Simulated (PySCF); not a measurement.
# CH3CH2CH2CHF2: electronic excitations and core binding energies

What electronic excitations and core binding energies should CH3CH2CH2CHF2 (`CCCC(F)F`) show?

Computed with PySCF 2.14.0, with density-fitted response routines of our own, on a single molecule in the gas phase. Atoms are numbered from 0 throughout.

## (1) The molecule as given

14 atoms, charge 0, multiplicity 1; geometry from: GFN2-xTB.

Bonds of the start (Å): C0–C1 1.52, C1–C2 1.53, C2–C3 1.52, C3–F4 1.36, C3–F5 1.36, C0–H6 1.09, C0–H7 1.09, C0–H8 1.09, C1–H9 1.09, C1–H10 1.09, C2–H11 1.09, C2–H12 1.09, C3–H13 1.10.

## (2) TDDFT and polarisability: wB97X-D/def2-SVPD

Job settings and geometry (Å):

```
{"job": {"kind": "uv", "xc": "wB97X-D", "basis": "def2-SVPD", "nstates": 8, "ntriplets": 3}, "charge": 0, "multiplicity": 1}
C      1.858436     0.398588    -0.344167
C      0.448958     0.645240     0.177410
C     -0.390574    -0.629612     0.126896
C     -1.796700    -0.391940     0.646856
F     -2.464586     0.491378    -0.136945
F     -2.522850    -1.538691     0.618380
H      2.441127     1.315028    -0.309313
H      2.363230    -0.352693     0.258619
H      1.829015     0.050226    -1.373522
H     -0.036009     1.415185    -0.425236
H      0.497941     1.006054     1.207184
H      0.063743    -1.413782     0.734895
H     -0.465233    -0.989484    -0.901181
H     -1.827176    -0.005968     1.678045
```

Level: TDDFT wB97X-D/def2-SVPD, vertical, gas phase, core orbitals frozen in the response.

Log:

```text
coarse grid: 11480 points
cycle   1  E = -356.4466654785  dE =  6.748e-01  |g| = 6.877e-01  |ddm| = 4.369e+00
cycle   2  E = -356.4440015063  dE =  2.664e-03  |g| = 7.635e-01  |ddm| = 1.319e+00
cycle   3  E = -356.5363067538  dE = -9.231e-02  |g| = 4.849e-02  |ddm| = 6.571e-01
cycle   4  E = -356.5367112717  dE = -4.045e-04  |g| = 2.014e-02  |ddm| = 7.752e-02
cycle   5  E = -356.5368033590  dE = -9.209e-05  |g| = 3.690e-03  |ddm| = 3.191e-02
cycle   6  E = -356.5368070433  dE = -3.684e-06  |g| = 6.444e-04  |ddm| = 7.858e-03
final grid: 111016 points
cycle   7  E = -356.5872292273  dE = -1.140e-04  |g| = 7.204e-03  |ddm| = 1.408e-01
cycle   8  E = -356.5872306000  dE = -1.373e-06  |g| = 7.677e-03  |ddm| = 1.875e-02
cycle   9  E = -356.5872391387  dE = -8.539e-06  |g| = 4.906e-04  |ddm| = 5.072e-03
cycle  10  E = -356.5872392008  dE = -6.206e-08  |g| = 3.216e-04  |ddm| = 1.935e-03
cycle  11  E = -356.5872392238  dE = -2.301e-08  |g| = 2.927e-05  |ddm| = 5.622e-04
cycle  12  E = -356.5872392241  dE = -3.454e-10  |g| = 1.451e-05  |ddm| = 1.080e-04
converged SCF energy = -356.5872392241

Static polarisability (au): isotropic 51.952, principal 47.351 49.604 58.901

Singlet excitations
state   eV       nm        f      main configurations
  1   9.5119    130.3   0.01926   H->L 0.66, H->L+1 0.23
  2   9.5719    129.5   0.00663   H-1->L 0.89
  3   9.8159    126.3   0.02734   H-2->L 0.51, H->L+1 0.30
  4   9.9845    124.2   0.02448   H-2->L 0.35, H->L+1 0.21, H->L 0.13
  5  10.2221    121.3   0.02986   H->L+2 0.61, H->L+5 0.16
  6  10.3802    119.4   0.09260   H-1->L+1 0.73
  7  10.5043    118.0   0.04778   H->L+3 0.32, H->L+2 0.19, H->L+5 0.16
  8  10.5468    117.6   0.05000   H-1->L+2 0.66

Triplet excitations (Tamm-Dancoff, eV): 9.3194 9.4237 9.5988
```

It took 47 s on 1 thread, shared host.

Frontier orbitals and where they lie:

```
orbital      eV                        atoms
 HOMO−3  -12.59    C0 23 %, C1 22 %, F5 12 %
 HOMO−2  -11.89    C1 25 %, C2 19 %, C0 18 %
 HOMO−1  -11.69    C1 28 %, C0 16 %, H9 12 %
   HOMO  -11.31    F5 18 %, C3 18 %, C2 18 %
   LUMO    2.36    C0 22 %, C1 14 %, C2 10 %
 LUMO+1    2.81   C3 19 %, H13 18 %, C0 12 %
 LUMO+2    3.10  H11 13 %, F5 12 %, H10 11 %
```

With each of the 8 states as a Gaussian band of 0.4 eV half-width at 1/e, the curve within the window shown has maxima at 119 nm (ε 8,800) L/(mol cm). Beyond the last state computed it falls off for lack of states. The curve at chosen wavelengths:

nm, ε (L/mol/cm) and a bar:
```
      114       3161 ##########
      115       4681 ################
      116       6260 #####################
      117       7619 ##########################
      118       8505 #############################
      119       8787 ##############################
      120       8491 #############################
      121       7771 ##########################
      122       6834 #######################
      123       5868 ####################
      124       4996 #################
      125       4268 ##############
      126       3677 ############
      127       3191 ###########
      128       2769 #########
      129       2383 ########
      130       2016 ######
      131       1665 #####
      132       1334 ####
      133       1033 ###
      134        771 ##
      135        553 #
      136        381 #
      137        252 
      138        160
```

Ground-state properties from the same run:

```
           property  computed
  dipole moment (D)      2.48
polarisability (Å³)      7.70
 HOMO–LUMO gap (eV)     13.67
      −ε(HOMO) (eV)     11.31
```

## (3) X-ray photoelectron lines: SCAN, X2C

The job, as its differences from that of step 2:

```diff
@@ -1,2 +1,2 @@
-{"job": {"kind": "uv", "xc": "wB97X-D", "basis": "def2-SVPD", "nstates": 8, "ntriplets": 3}, "charge": 0, "multiplicity": 1}
+{"job": {"kind": "xps"}, "charge": 0, "multiplicity": 1}
 C      1.858436     0.398588    -0.344167
```

With the program's defaults for keys left out, this is: delta-SCF UKS SCAN, pcX-2 on the ionised atom, pcseg-1 elsewhere, spin-free X2C.

Log:

```text
ground state, core basis on atom 0 (C), 155 functions
  cycle   1  E = -356.88543099  |g| = 7.06e-01
  cycle   2  E = -356.76442808  |g| = 1.09e+00
  cycle   3  E = -356.98229823  |g| = 1.00e-01
  cycle   4  E = -356.98408518  |g| = 4.21e-02
  cycle   5  E = -356.98448144  |g| = 8.41e-03
  cycle   6  E = -356.98449716  |g| = 2.80e-03
  cycle   7  E = -356.98449708  |g| = 6.79e-04
  cycle   8  E = -356.98449877  |g| = 2.39e-04
  E(ground) = -356.98618214 Eh
hole in C 1s of atom 0
  cycle   1  E = -345.74467242  |g| = 1.50e+00
  cycle   2  E = -345.26305845  |g| = 1.69e+00
  cycle   3  E = -346.26468655  |g| = 2.96e-01
  cycle   4  E = -346.29602164  |g| = 7.15e-02
  cycle   5  E = -346.29758829  |g| = 3.56e-02
  cycle   6  E = -346.29804784  |g| = 1.40e-02
  cycle   7  E = -346.29810291  |g| = 6.09e-03
  cycle   8  E = -346.29811840  |g| = 1.40e-03
  cycle   9  E = -346.29811950  |g| = 9.70e-04
  cycle  10  E = -346.29811971  |g| = 4.93e-04
  E(ion) = -346.29914900 Eh   <S^2> = 0.7667   hole on atom = 1.000   binding energy = 290.809 eV
ground state, core basis on atom 1 (C), 155 functions
  cycle   1  E = -356.98565467  |g| = 5.93e-02
  cycle   2  E = -356.98560159  |g| = 2.61e-02
  cycle   3  E = -356.98567156  |g| = 1.99e-02
  cycle   4  E = -356.98576964  |g| = 1.08e-03
  cycle   5  E = -356.98576805  |g| = 3.83e-04
  E(ground) = -356.98735080 Eh
hole in C 1s of atom 1
  cycle   1  E = -345.73202734  |g| = 1.51e+00
  cycle   2  E = -345.08167468  |g| = 1.82e+00
  cycle   3  E = -346.24805060  |g| = 3.41e-01
  cycle   4  E = -346.28574732  |g| = 1.51e-01
  cycle   5  E = -346.29185162  |g| = 6.14e-02
  cycle   6  E = -346.29299335  |g| = 1.42e-02
  cycle   7  E = -346.29307175  |g| = 6.33e-03
  cycle   8  E = -346.29308923  |g| = 2.83e-03
  cycle   9  E = -346.29309273  |g| = 1.29e-03
  cycle  10  E = -346.29309360  |g| = 4.40e-04
  E(ion) = -346.29413266 Eh   <S^2> = 0.7685   hole on atom = 1.000   binding energy = 290.977 eV
ground state, core basis on atom 2 (C), 155 functions
  cycle   1  E = -356.98620685  |g| = 5.89e-02
  cycle   2  E = -356.98615735  |g| = 2.52e-02
  cycle   3  E = -356.98620639  |g| = 2.08e-02
  cycle   4  E = -356.98630456  |g| = 2.76e-03
  cycle   5  E = -356.98630513  |g| = 4.04e-04
  E(ground) = -356.98813973 Eh
hole in C 1s of atom 2
  cycle   1  E = -345.72820478  |g| = 1.51e+00
  cycle   2  E = -344.99758284  |g| = 1.88e+00
  cycle   3  E = -346.22775181  |g| = 4.00e-01
  cycle   4  E = -346.26630062  |g| = 2.54e-01
  cycle   5  E = -346.28600981  |g| = 5.02e-02
  cycle   6  E = -346.28680406  |g| = 1.27e-02
  cycle   7  E = -346.28687891  |g| = 5.57e-03
  cycle   8  E = -346.28689907  |g| = 1.82e-03
  cycle   9  E = -346.28690258  |g| = 1.16e-03
  cycle  10  E = -346.28690390  |g| = 4.10e-04
  E(ion) = -346.28853747 Eh   <S^2> = 0.7694   hole on atom = 1.000   binding energy = 291.151 eV
ground state, core basis on atom 3 (C), 155 functions
  cycle   1  E = -356.99363029  |g| = 6.04e-02
  cycle   2  E = -356.99356071  |g| = 3.09e-02
  cycle   3  E = -356.99358582  |g| = 2.95e-02
  cycle   4  E = -356.99373548  |g| = 3.44e-03
  cycle   5  E = -356.99373747  |g| = 6.79e-04
  cycle   6  E = -356.99374169  |g| = 9.19e-05
  E(ground) = -356.99442433 Eh
hole in C 1s of atom 3
  cycle   1  E = -345.59206391  |g| = 1.50e+00
  cycle   2  E = -337.67028832  |g| = 3.53e+00
  cycle   3  E = -345.69876664  |g| = 9.77e-01
  cycle   4  E = -346.02133843  |g| = 5.51e-01
  cycle   5  E = -346.12275853  |g| = 1.62e-01
  cycle   6  E = -346.12962205  |g| = 7.32e-02
  cycle   7  E = -346.13209346  |g| = 1.05e-02
  cycle   8  E = -346.13214063  |g| = 6.40e-03
  cycle   9  E = -346.13215508  |g| = 3.05e-03
  cycle  10  E = -346.13215903  |g| = 1.35e-03
  cycle  11  E = -346.13215930  |g| = 5.80e-04
  cycle  12  E = -346.13216046  |g| = 1.38e-04
  E(ion) = -346.13487751 Eh   <S^2> = 0.7717   hole on atom = 1.000   binding energy = 295.503 eV
ground state, core basis on atom 4 (F), 155 functions
  cycle   1  E = -357.02960752  |g| = 1.17e-01
  cycle   2  E = -357.02930128  |g| = 6.00e-02
  cycle   3  E = -357.02926821  |g| = 6.28e-02
  cycle   4  E = -357.02979478  |g| = 4.70e-03
  cycle   5  E = -357.02979950  |g| = 7.41e-04
  cycle   6  E = -357.02980058  |g| = 2.88e-04
  E(ground) = -357.03333640 Eh
hole in F 1s of atom 4
  cycle   1  E = -330.67001471  |g| = 2.58e+00
  cycle   2  E = -330.49892900  |g| = 2.21e+00
  cycle   3  E = -331.46563410  |g| = 5.20e-01
  cycle   4  E = -331.49096226  |g| = 4.37e-01
  cycle   5  E = -331.55348755  |g| = 4.86e-02
  cycle   6  E = -331.55409559  |g| = 2.61e-02
  cycle   7  E = -331.55442956  |g| = 3.76e-03
  cycle   8  E = -331.55443546  |g| = 1.28e-03
  cycle   9  E = -331.55443609  |g| = 4.95e-04
  E(ion) = -331.56496902 Eh   <S^2> = 0.7569   hole on atom = 1.000   binding energy = 693.030 eV
```

Wall time 65 s (1 thread, shared host).

The holes in one table. −ε is the ground-state orbital energy:

```
     hole  stands for              environment  ΔSCF (eV)  −ε (eV)   ⟨S²⟩
C1s on C0          C0            methyl carbon     290.81    273.5  0.767
C1s on C1          C1                  sp3 CH2     290.98    273.9  0.768
C1s on C2          C2                  sp3 CH2     291.15    274.0  0.769
C1s on C3          C3     sp3 CH bonded to 2 F     295.50    277.9  0.772
F1s on F4      F4, F5  fluorine of a CF2 group     693.03    666.9  0.757
```

Each hole run stands for the others of its class of like atoms.

## (4) Results

| quantity | value |
| --- | --- |
| lowest singlet (wB97X-D/def2-SVPD) | 9.51 eV (130 nm), f = 0.019 |
| brightest single state of those computed | state 6, 10.38 eV, f = 0.093 |
| lowest triplet | 9.32 eV |
| C1s binding energies, SCAN/pcX-2 | C3 295.50, C2 291.15, C1 290.98, C0 290.81 eV |
| F1s binding energies, SCAN/pcX-2 | F4 693.03 eV |

The lowest singlet, at 9.51 eV, is HOMO→LUMO 0.66, HOMO→LUMO+1 0.23 and is weak; of the 8 states computed, the strongest absorption comes from state 6 at 10.38 eV (the last state computed is bright too, and its partners may lie past the list). The lowest triplet lies 0.19 eV below the lowest singlet (triplets in Tamm-Dancoff, singlets in full TDDFT). The C1s levels kept as sound span 4.69 eV, from C0 (methyl carbon) up to C3 (sp3 CH bonded to 2 F).
